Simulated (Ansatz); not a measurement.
`OCOCO` + H₂ → `COCO` + H₂O  (hydrogenolysis of a C–O bond)

Computed with Ansatz on PBE0-D4/def2-TZVP structures; ΔE is electronic, products minus reactants. CCSD(T)/CBS adds triple-zeta CCSD(T) − MP2 to the extrapolated MP2 energy (def2 sets, frozen cores). This one scheme is used for every species. DFT in def2-TZVPP. Each species was taken in one conformer, which may not be the lowest.

Q: Is it downhill or uphill in electronic energy at CCSD(T)/CBS, and by how much? (An estimate is asked.)

A: The calculation gave: Downhill: ΔE = -78.1 kJ/mol.

Q: What do these levels give: PBE0-D4, ωB97X-V, r2SCAN, MP2/def2-TZVPP, CCSD/def2-TZVPP, MP2/def2-QZVPP? (An estimate is asked.)

A: The calculation gave: PBE0-D4 -73.3, ωB97X-V -69.0, r2SCAN -68.6, MP2/def2-TZVPP -75.5, CCSD/def2-TZVPP -77.8, MP2/def2-QZVPP -78.4 kJ/mol.

Largest T1 diagnostic among the species: 0.012.

In def2-TZVPP, CCSD(T) changes the Hartree–Fock value by +9.8 kJ/mol (the triples alone add +4.0 kJ/mol) and MP2 by +8.2 kJ/mol. From PBE to PBE0 (25 % exact exchange), in def2-TZVPP and without D4, ΔE moves by −4.5 kJ/mol. The D4 term adds +5.0 kJ/mol with B3LYP and +2.7 kJ/mol with PBE0; it sums over pairs of atoms, weighted by their polarisabilities, and B3LYP, whose exchange is more repulsive, gets the larger term.

B3LYP here is the variant with VWN-RPA as its local correlation; programs differ in this.
